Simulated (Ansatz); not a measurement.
# H3S: the cost of one run

The runs use Ansatz 0.2.0, Gaussian basis; def2-QZVPP, core rule «outside noble gas», up to 5 orbitals frozen.

Plan: UHF; ROHF; CCSD(T) on UHF.

2 further runs of the same task are left out: 2 set aside as unsound or not needed.

## Step 1: What is computed

The geometry is a PBE0/def2-TZVP stationary point (not a proven minimum) of the parent state, kept for this charge and spin.

4 atoms, charge 1, spin multiplicity 3.

Atoms are counted from 1 here; the program's logs count them from 0.

Bond lengths: S1–H2 1.357 Å, S1–H3 1.357 Å, S1–H4 1.357 Å. Angles: H2–S1–H3 94.1°, H2–S1–H4 94.1°, H3–S1–H4 94.1°.

## Step 2: UHF

Input file in.yaml:

```yaml
crystal:
  periodic: [false, false, false]
  atoms:
    - {symbol: S, position_ang: [0.000369, 0.000007, -0.062458]}
    - {symbol: H, position_ang: [1.143423, 0.012160, 0.669098]}
    - {symbol: H, position_ang: [-0.588179, 0.987461, 0.658956]}
    - {symbol: H, position_ang: [-0.566998, -0.999827, 0.658874]}
basis:
  gaussian: {orbitals: "def2-QZVPP.json"}
total_charge: 1
magnetization: {spin_polarized: true, initial_magnetization: 2}
hamiltonian: {xc: hf}
output: {orbitals: {seedname: orbitals}}
```

Launch:

```console
$ ansatz run in.yaml --threads 1 --pin off --events-out ev --progress --plain --max-ram 2393MiB
```

**Question.** How long does this run take on 1 thread of Arm Neoverse V1, shared host, and how much memory does it need?

About 13 s, with a peak of 0.26 GiB.
